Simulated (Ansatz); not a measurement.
## SiC, triplet: the ladder up to full CI

Geometry: a point of a stretch scan, not a stationary point.

```xyz
2

Si    0.0000    0.0000    0.0000
C     0.0000    0.0000    2.3040
```

Basis 6-31G; Ansatz 0.2.0. Correlated methods freeze the noble-gas cores, which leaves 8 electrons in 16 orbitals. Prefix R: restricted or restricted open-shell reference; prefix U: unrestricted. Active spaces: pair = (4e, 4o) about the gap; valence = (8e, 8o) chosen from the atoms' valence shells.

Full CI is exact within this basis and frozen core; it isn't the basis-set limit. The frozen core follows each run's orbitals, which can shift R against U totals by a few meV.

Unrestricted rows (U) aren't spin-pure: their determinants' ⟨S²⟩ exceeds S(S+1) by up to 0.91, so they mix in states of higher spin.

The UHF ⟨S²⟩ is 2.912 and the T1 diagnostic (RCCSD) is 0.1042. The largest doubles amplitude (RCCSD) is 0.291 and the T1 diagnostic (UCCSD) is 0.0862.

| level | E − E(determinant under the R cluster runs) (eV) |
| --- | --- |
| UHF | -2.2646 |
| UMP2 | -3.9170 |
| UCCSD | -4.8006 |
| UCCSD(T) | -4.9451 |

Problem. Estimate how far full CI in 6-31G lies from UCCSD(T). The table doesn't fix it; the size of (T) and the diagnostics are the guide.

Solution. Full CI in 6-31G lies 127 meV below UCCSD(T), which is 88 % of the (T) step (-145 meV). T1 is very large, a doubles amplitude is large, the determinant isn't spin-pure, and the rest is a large part of (T). The miss exceeds 1 kcal/mol.

The other levels:

| level | E − E(full CI) (meV) | share of correlation (%) | wall time |
| --- | --- | --- | --- |
| UCCSDT | 42 | 99.17 | – |
| UCCSDT(Q) | 1 | 99.97 | 8 s |
| UCCSDTQ | 7 | 99.86 | 40 s |
| CASSCF (pair space) | 2804 | 44.72 | – |
| NEVPT2 (pair space) | 1042 | 79.45 | 1.2 s |
| MRCISD (pair space) | 427 | 91.58 | – |
| MRCISD+Q (pair space) | 166 | 96.72 | 2 s |
| CASSCF (valence space) | 1109 | 78.14 | – |
| NEVPT2 (valence space) | 314 | 93.80 | 3.2 s |
| MRCISD (valence space) | 43 | 99.15 | – |
| MRCISD+Q (valence space) | 14 | 99.72 | 3.9 s |
| MRCISD+Q(relaxed) (valence space) | -4 | 100.07 | 4.5 s |

The correlation energy at full CI, counted from the determinant under the R cluster runs, is -5.072 eV. That run took 12 s on 1 thread of Arm Neoverse V1, shared host over 827,904 determinants.

Run but not shown, since their state, orbitals or frozen core can't be matched to the reference's or they repeat it: RHF, RMP2, CISD, RCCSD, RCCSD(T), BCCD(T), RCCSDT, CISDTQ, RCCSDT(Q), RCCSDTQ.

Times hold each run's SCF and search for its determinant on a shared host, so for small cases they say little of a method's own cost; they ran on 1 thread of Arm Neoverse V1.

The full-CI state has the irrep B1 of C2v, in the program's axes (one component, if the state is degenerate).

Natural occupations of full CI about the gap: 1.958 1.913 1.668 0.996 0.941 0.329 0.091 0.062 0.009 0.008; effectively unpaired electrons, Σ n²(2−n)², 2.68.
